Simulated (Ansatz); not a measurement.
# AlHCl+ (quintet): from Hartree-Fock to the top rungs, 6-31G

An exercise on one series of results from a longer session: the logs are not shown, and one member is left open.

Method: 6-31G, core rule «outside noble gas», up to 10 orbitals frozen; program: Ansatz 0.2.0, Gaussian basis.

The runs, in order: UHF; CCSD(T) on ROHF; CCSD(T) on UHF; BCCD(T) on ROHF; CISD; CCSDT(Q) on ROHF; CCSDT(Q) on UHF; CCSDTQ on ROHF; CCSDTQ on UHF; Full CI.

8 further runs of the same task are left out: 3 for a known fault of the program, 5 set aside as unsound or not needed.

## The geometry

The geometry is a PBE0/def2-TZVP stationary point (not a proven minimum) of the parent state, kept for this charge and spin.

3 atoms, charge 1, spin multiplicity 5.

Atoms are counted from 1 here; the program's logs count them from 0.

Bond lengths: Al1–Cl2 2.197 Å, Al1–H3 1.817 Å. Angles: Cl2–Al1–H3 63.0°.

The first run:

The input, in.yaml:

```yaml
crystal:
  periodic: [false, false, false]
  atoms:
    - {symbol: Al, position_ang: [0.000000, -0.050236, 1.239922]}
    - {symbol: Cl, position_ang: [0.000000, -0.006816, -0.956330]}
    - {symbol: H, position_ang: [0.000000, 1.584516, 0.446218]}
basis:
  gaussian: {orbitals: 6-31G}
total_charge: 1
magnetization: {spin_polarized: true, initial_magnetization: 4}
hamiltonian: {xc: hf}
output: {orbitals: {seedname: orbitals}}
```

Command:

```
$ ansatz run in.yaml --threads 1 --pin off --events-out ev --progress --plain --max-ram 4096MiB --backend cpu
```

Among the steps run: UHF; CCSD(T) on ROHF; CCSD(T) on UHF; BCCD(T) on ROHF; CISD; CCSDT(Q) on ROHF; CCSDT(Q) on UHF; CCSDTQ on ROHF; CCSDTQ on UHF; Full CI.

One of the session's tables, all rows but one given; the rest of the session is left out.

```
   method  from FCI (kcal/mol)
     ROHF               +28.29
      UHF               +27.08
     RMP2                +6.91
     UMP2                +6.62
     CISD                +0.89
    RCCSD                +0.70
    UCCSD                +0.66
 RCCSD(T)                    ?
 UCCSD(T)                +0.14
  BCCD(T)                +0.17
   RCCSDT                -0.03
   UCCSDT                -0.05
RCCSDT(Q)                 0.00
UCCSDT(Q)                -0.03
  RCCSDTQ                 0.00
  UCCSDTQ                -0.02
      FCI                    0
```

Q: Estimate the row for RCCSD(T) from the others.

**Answer.** from FCI (kcal/mol): +0.16. In the column «from FCI (kcal/mol)» it lies between UCCSD(T) (+0.14) and BCCD(T) (+0.17).

To keep in mind: UCCSDT falls below full CI: unrestricted runs freeze a spin-polarised core, another one than full CI's, and coupled cluster isn't variational. Levels on UHF freeze UHF's core orbitals, full CI those of ROHF, so the U rows can settle a little off it for that reason alone. Restricted and unrestricted rows rest on different reference determinants; where their highest levels disagree by more than a few hundredths of an eV, they describe different states and don't form one ladder.
